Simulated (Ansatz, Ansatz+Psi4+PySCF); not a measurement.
```xyz
6

C    -0.0545    0.6581    0.0000
O    -0.0545   -0.7649    0.0000
H    -1.1003    0.9635    0.0000
H     0.8712   -1.0548    0.0000
H     0.4519    1.0930    0.9324
H     0.4519    1.0930   -0.9324
```

Basis set: cc-pVTZ (spherical functions). Correlated methods keep 2 orbitals frozen. Charge 0, multiplicity 1.

Computed with Ansatz (development build ahead of 0.2.0); each method stands on the lowest determinant of its kind that the runs found. Restricted open shells among the atoms or ions are ROHF, correlated in semicanonical orbitals with singles.

The atomization energy at this shape (free ground-state atoms in the same class of orbitals less the molecule, no zero-point energy) of singlet CH₄O:

```
     method  atomization energy
RHF-CCSD(T)            21.60 eV
    RHF-MP2            21.80 eV
```

**Question.** What does RHF give?

**Answer.** 16.12 eV.
